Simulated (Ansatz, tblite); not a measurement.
Removing and adding an electron: the cluster Li₂H₃ (the lowest doublet isomer of a short search). Total charge 0; doublet. Geometry: PBE0-D4/def2-TZVP. Ansatz, gas phase; energy differences of separate SCF runs; the oxidised species is a singlet (the triplet lies 4.71 eV higher at PBE0-D4/def2-TZVP); the reduced species is a triplet (the singlet lies 0.14 eV higher at PBE0-D4/def2-TZVPD).

Cartesian coordinates in Å:
```
Li 2.4415 0.2002 -0.5067
Li 0.0716 0.6859 0.3606
H -1.8911 0.1023 0.4824
H -1.5279 -0.4565 0.1244
H 0.9060 -0.5319 -0.4606
```

The xTB rows come from tblite. Correlated methods freeze no core orbitals; core or outer-core shells of Li are correlated, in sets that lack core-valence functions. In the doublet, H3 and H4 lie 0.76 Å apart (atoms count from 1), so H2 has formed as a molecule. The structure comes from a short search, and lower isomers may exist.

Estimate orbital energies and vertical ionisation energies and electron affinities at: GFN1-xTB; GFN2-xTB; HF/def2-TZVPP; PBE-D4/def2-TZVP; PBE-D4/def2-TZVPD; r2SCAN-D4/def2-TZVP; r2SCAN-D4/def2-TZVPD; PBE0-D4/def2-TZVP; PBE0-D4/def2-TZVPD; MP2/def2-TZVPP; CCSD/def2-TZVPP; CCSD(T)/def2-TZVPP.


```
               level  −HOMO (eV)  vertical IE (eV)  −LUMO (eV)  vertical EA (eV)  HOMO–LUMO gap (eV)  IE − EA (eV)                       remarks
            GFN1-xTB           –             10.83           –                 –                   –             –                             –
            GFN2-xTB           –              8.59           –              1.02                   –          7.58                             –
       HF/def2-TZVPP           –              4.32           –                 –                   –             –                             –
    PBE-D4/def2-TZVP        2.62              4.82        1.65                 –                0.97             –                             –
   PBE-D4/def2-TZVPD        2.63                 –        1.69              0.32                0.94             –  HOMO above zero (-1 triplet)
 r2SCAN-D4/def2-TZVP        2.63              4.70        1.44                 –                1.19             –                             –
r2SCAN-D4/def2-TZVPD        2.64                 –        1.48              0.20                1.16             –  HOMO above zero (-1 triplet)
   PBE0-D4/def2-TZVP        3.14              4.78        1.12                 –                2.02             –                             –
  PBE0-D4/def2-TZVPD        3.14                 –        1.18              0.30                1.96             –  HOMO above zero (-1 triplet)
      MP2/def2-TZVPP           –              4.43           –                 –                   –             –                             –
     CCSD/def2-TZVPP           –              4.45           –                 –                   –             –                             –
  CCSD(T)/def2-TZVPP           –              4.46           –                 –                   –             –                             –
```

   A HOMO above zero means that the electron is unbound at that level or that self-interaction error raises the level; the energy of removing that electron tells which. HOMO and LUMO are the levels of the spin that leaves or enters (xTB has no such levels and no spin-polarisation term). Other spin states of the ions may lie lower, which would lower the ionisation energy or raise the affinity. Raw xTB energy differences between charge states are shifted by several eV; the methods need an empirical correction for them.
